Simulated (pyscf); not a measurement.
Optimised with ωB97X-D3(BJ)/def2-SVP in PySCF.

Problem. H₂C=CH–CH=CH₂ + HCl -> H₂C=CH–CH₂–CH₂–Cl
Surface: singlet. Broken: Cl–H. Formed: C–Cl, C–H. Give ΔE‡ and ΔE from B3LYP-D3(BJ)/def2-TZVP, relative to the separated reactants.

Solution. ΔE‡ = 172.9 kJ/mol, ΔE = -58.3 kJ/mol. ωB97M-D3(BJ)/def2-TZVP gives 181.2 kJ/mol and -68.2 kJ/mol. Zero-point energy shifts the barrier by +1.8 kJ/mol. It is an addition across a multiple bond or ene-type step, with an imaginary mode of 1507i cm⁻¹. This is the saddle that the search found; another between the same sides may lie lower.
